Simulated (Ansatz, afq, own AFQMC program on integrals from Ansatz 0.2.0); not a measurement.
Where AFQMC and coupled cluster stand for SiH$_{2}$, triplet

```xyz
3

Si    0.0000   -0.0564    0.0000
H     0.0000    0.7861   -1.4216
H     0.0000    0.7861    1.4216
```

Basis cc-pVDZ. Noble-gas cores (and the filled d shells of Ga–Kr and In–Xe) are frozen. Ansatz 0.2.0 and our own AFQMC program on the same integrals; the CISD trial comes from CCSD amplitudes, and released means the phaseless constraint is let go. Uncertainties: one standard error, sampling alone.

Determinant: UHF, the one that the program's search chose, which needn't be the lowest solution. The geometry is a point of a scan.

Full CI on the same integrals is exact in this basis and with this determinant's frozen core.

Cautions: lower spins were not checked.

* T1 diagnostic: 0.0176
* weight of the determinant in the CISD state: 0.928
* ⟨S²⟩ of the determinant: 2.005
* size of the correlated space: 6 electrons in 23 orbitals

```
  level  correlation energy (eV)
    MP2                  -2.0057
   CCSD                  -2.6543
CCSD(T)                  -2.7159
```

Q: Estimate where AFQMC with the constraint released lies against CCSD(T) on the same integrals.

A: 23.7 ± 1.0 meV below CCSD(T).

Reference: full CI, correlation energy -2.739 eV. The released energy is read at 2.40 1/Eh (meV from the phaseless value at times in 1/Eh: -0.5 ± 1.1 at 0.24, -1.9 ± 1.0 at 0.51, -1.4 ± 0.9 at 0.99, -1.9 ± 0.7 at 1.62, -3.9 ± 1.0 at 2.40).

```csv
level,E − E(reference) (meV),share of correlation (%)
CCSD(T),23.3,99.15
CCSDT,1.6,99.94
CCSDT(Q),0.2,99.99
CCSDTQ,0.0,100.00
ph-AFQMC/CISD,3.5 ± 1.2,99.87
released AFQMC,-0.4 ± 1.0,100.01
```

CCSDT and higher add their correlation energy to the determinant of the CCSD(T) run, since their own runs factorise the integrals more tightly (a shift of under 2 meV). A walk keeps the symmetry of its determinant, which the program's search chose and which needn't be the lowest solution, so a lower state of the same spin and another symmetry isn't excluded. Released energies are given only where the last usable release times agree within the noise; a slower fall can still hide under it.
